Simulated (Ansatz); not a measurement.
Diamond-structure Ge, treated with r²SCAN (Ansatz, an electronic-structure program, plane waves, PAW).

Settings: plane-wave cutoff 500 eV, 2×2×2 k mesh, Fermi–Dirac smearing 0.05 eV, cell of 216 sites, scalar-relativistic PAW data made under PBE.

Question: What does this level give for the vacancy formation energy and vacancy formation energy before relaxation?

Answer: 
- vacancy formation energy: 2.88 eV
- vacancy formation energy before relaxation: 3.33 eV

Note: the vacancy is neutral, without spin, and relaxed from the ideal cell, whose symmetry can bar a Jahn–Teller distortion; the defect's distortion and the cell size are not converged; energies are extrapolated to zero smearing, and mesh and cell size move such values by some tenths of an eV.

Static lattice: no zero-point or thermal effects.
